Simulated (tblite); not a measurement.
C4H6FS (doublet state).
Structure used (GFN2-xTB), in Å, numbered top down from 1:
```
atom  x, y, z in Å
C1     2.1126    0.1510   -0.2685
S2     0.9098    1.2997    0.4678
C3    -0.3371    0.1913    0.8383
C4    -1.8014    0.3654    0.7227
C5    -1.0833   -0.7235   -0.0356
F6    -0.9893   -0.6150   -1.4036
H7     1.6784   -0.2954   -1.1578
H8     2.3648   -0.6134    0.4602
H9     2.9903    0.7330   -0.5283
H10   -2.4333    0.0666    1.5483
H11   -2.1908    1.2065    0.1620
H12   -1.2195   -1.7669    0.2274
```

Level: GFN2-xTB in tblite, geometry and Hessian alike; calculated harmonic values, unscaled, isolated species. This tight-binding method is rough: wavenumbers can miss measured ones by several per cent, in bad cases by 10 to 20. One conformer, not necessarily the lowest. Open shells enter through the occupations alone, without spin polarisation, and single modes of such species can be off by tens of per cent.

Harmonic wavenumbers (cm⁻¹): 70.4, 125.1, 130.6, 186.0, 315.4, 392.0, 523.1, 644.3, 724.4, 815.2, 896.4, 931.8, 951.3, 966.4, 1024.9, 1042.7, 1054.6, 1098.5, 1247.5, 1311.7, 1378.7, 1436.6, 1441.4, 1442.7, 3016.8, 3036.2, 3040.3, 3045.6, 3052.4, 3065.8.

A = 4732, B = 2227, C = 1713 MHz; mass 105.017 u (most abundant isotopes); point group C1, symmetry number 1; spin multiplicity 2.

**Question.** What is the zero-point energy?

**Answer.** ½Σν̃ = 19204 cm⁻¹ = 229.74 kJ/mol.

**Question.** Entropy at 298.15 K, 1 bar (ideal gas, RRHO, classical rotation)?

**Answer.** Translation 166.90, rotation 114.13, vibration 71.38, spin (R ln 2) 5.76: S = 358.2 J/(mol K).

**Question.** And Cp and H(298.15 K) − H(0)?

**Answer.** Cp = 109.26 J/(mol K), of which vibrations give 76.00 (their classical limit is 30 R = 249.4); H(298.15 K) − H(0) = 21.32 kJ/mol without the zero-point energy, 11.40 from vibrations.

**Question.** How do the functions run with temperature in this model?

**Answer.** 
```csv
T (K),S (J/(mol K)),Cp (J/(mol K)),H − H(0) (kJ/mol),G − H(0) (kJ/mol),ln q(vib)
100,270.7,61.4,4.61,-22.46,0.88
200,320.1,83.8,11.87,-52.15,2.46
300,358.9,109.8,21.52,-86.14,4.02
500,426.6,157.0,48.46,-164.86,7.09
800,510.7,200.0,102.65,-305.94,11.55
1000,557.4,218.2,144.57,-412.87,14.32
```

q(vib) and H(0) count from the zero-point level.

**Question.** What must be added to the electronic energy to get the Gibbs energy at 298.15 K and 1 bar?

**Answer.** ZPE + [H(298.15 K) − H(0)] − T·S = 229.74 + 21.32 − 106.79 = 144.27 kJ/mol.

**Question.** Blend soft modes into free rotors: weight 1/[1 + (100 cm⁻¹/ν̃)⁴] for the oscillator and the rest for a rotor with moment μB/(μ + B), μ = h/(8π²ν), B = 10⁻⁴⁴ kg m². What vibrational entropy results?

**Answer.** 67.41 J/(mol K) in place of 71.38, which changes −T·S at 298.15 K by +1.18 kJ/mol.

Hindered rotation and anharmonicity are outside this model. Other conformers, if any are populated, would add a mixing term that is left out. The structure is chiral; the term R ln 2 for an equal mix with its mirror image is left out.
